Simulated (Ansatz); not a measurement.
This geometry of CH₄BS (7 atoms, charge 0, multiplicity 2) is a first-order saddle point.

The calculation used UKS LDA/def2-SVP (Ansatz).

```xyz
7
Properties=species:S:1:pos:R:3
B -1.059 0.062 -0.372
C 0.257 0.420 0.275
S 1.780 -0.248 -0.313
H -1.969 0.880 -0.411
H -1.228 -1.045 -0.864
H 0.351 1.189 1.073
H 1.867 -1.258 0.612
```

Which two structures does it join? (They come from a converged band through this point; their orientation in space is the band's.)

No bond is made or broken. The dihedral B1–C2–S3–H7 goes from -180 to 0°.

Image 0:

```xyz
7
Properties=species:S:1:pos:R:3
B -0.983 0.308 -0.650
C 0.132 0.133 0.343
S 1.343 -1.018 0.008
H -1.865 1.124 -0.438
H -0.999 -0.372 -1.667
H 0.235 0.697 1.288
H 2.138 -0.871 1.116
```

Image 10:

```xyz
7
Properties=species:S:1:pos:R:3
B -0.806 0.274 -0.500
C 0.176 0.298 0.636
S 1.558 -0.690 0.732
H -1.777 1.011 -0.505
H -0.608 -0.506 -1.427
H 0.098 0.959 1.521
H 1.359 -1.346 -0.458
```

How far does it lie above each of them?

0.88 eV above the first and 0.96 eV above the second. This is the barrier of this one path; another mechanism may lie lower.

The run took 5 min on 1 thread of Arm Neoverse N1 (shared host), peak memory 0.13 GiB.
